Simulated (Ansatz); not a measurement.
**CHN (singlet): wave-function methods side by side at distance C2–H3 = 1.999 Å, 6-31G**

How much of the correlation energy of CHN (singlet) does each wave-function method recover here?

The runs use Ansatz 0.2.0, Gaussian basis; 6-31G, core rule «outside noble gas», up to 2 orbitals frozen.

To be run: UHF; CCSD(T) on RHF; CCSD(T) on UHF; BCCD(T) on RHF; CISD; CCSDT(Q) on RHF; CCSDT(Q) on UHF; CCSDTQ on RHF; CASSCF and MRCISD+Q, 2 electrons in 2 orbitals; CASSCF and NEVPT2, 2 electrons in 2 orbitals; CASSCF and MRCISD+Q, 10 electrons in 9 orbitals; CASSCF and NEVPT2, 10 electrons in 9 orbitals; Full CI.

16 further runs of the same task are left out: 13 that didn't finish, 3 set aside as unsound or not needed.

**1. What is computed**

The geometry derives from a PBE0/def2-TZVP stationary point (not a proven minimum). One bond is set to the value named and the two fragments are kept rigid.

3 atoms, charge 0, spin multiplicity 1.

Atoms are counted from 1 here; the program's logs count them from 0.

Bond lengths: N1–C2 1.146 Å.

**2. UHF**

Input file in.yaml:

```yaml
crystal:
  periodic: [false, false, false]
  atoms:
    - {symbol: N, position_ang: [0.000000, 0.000000, -1.430071]}
    - {symbol: C, position_ang: [0.000000, 0.000000, -0.284465]}
    - {symbol: H, position_ang: [0.000000, 0.000000, 1.714535]}
basis:
  gaussian: {orbitals: 6-31G}
magnetization: {spin_polarized: true, initial_magnetization: 0}
hamiltonian: {xc: hf}
output: {orbitals: {seedname: orbitals}}
```

Launch:

```sh
> ansatz run in.yaml --threads 1 --pin off --events-out ev --progress --plain --max-ram 2393MiB
```

Further steps of the session: CCSD(T) on RHF; CCSD(T) on UHF; BCCD(T) on RHF; CISD; CCSDT(Q) on RHF; CCSDT(Q) on UHF; CCSDTQ on RHF; CASSCF and MRCISD+Q, 2 electrons in 2 orbitals; CASSCF and NEVPT2, 2 electrons in 2 orbitals; CASSCF and MRCISD+Q, 10 electrons in 9 orbitals; CASSCF and NEVPT2, 10 electrons in 9 orbitals; Full CI.

Q: Predict the results of all the runs planned. Wanted: FCI below the RHF energy; RMP2 from FCI; UMP2 from FCI; RCCSD from FCI; RCCSD(T) from FCI; UCCSD(T) from FCI; RCCSDT(Q) from FCI; UCCSDT(Q) from FCI; NEVPT2 pair from FCI.

**Answer**, as computed:

| quantity | value |
| --- | --- |
| FCI below the RHF energy | -7.3334 eV |
| RMP2 from FCI | +847.0 meV |
| UMP2 from FCI | +1830.4 meV |
| RCCSD from FCI | +355.9 meV |
| RCCSD(T) from FCI | +31.8 meV |
| UCCSD(T) from FCI | +238.6 meV |
| RCCSDT(Q) from FCI | -8.5 meV |
| UCCSDT(Q) from FCI | +2.3 meV |
| NEVPT2 pair from FCI | +304.0 meV |
| NEVPT2 valence from FCI | +415.1 meV |
| MRCISD+Q valence from FCI | +17.2 meV |
| levels within 1 kcal/mol (43 meV) | RCCSD(T), BCCD(T), RCCSDT(Q), UCCSDT(Q), RCCSDTQ, MRCISD+Q valence |
| T1 diagnostic | 0.035 |
| effectively unpaired electrons | 0.44 |

RCCSD(T) lands +31.8 meV from the yardstick (0.4 % of the correlation energy). CCSD(T) misses by +31.8 meV on the restricted determinant and by +238.6 meV on the unrestricted one; the two need not hold the same state or core. RCCSDT(Q) falls below full CI, which methods that aren't variational can do. The occupations show some static correlation. Of the multireference levels listed MRCISD+Q valence comes nearest in total energy (+17.2 meV), which doesn't show that its space is the better one. These misses are within one basis, not against nature.
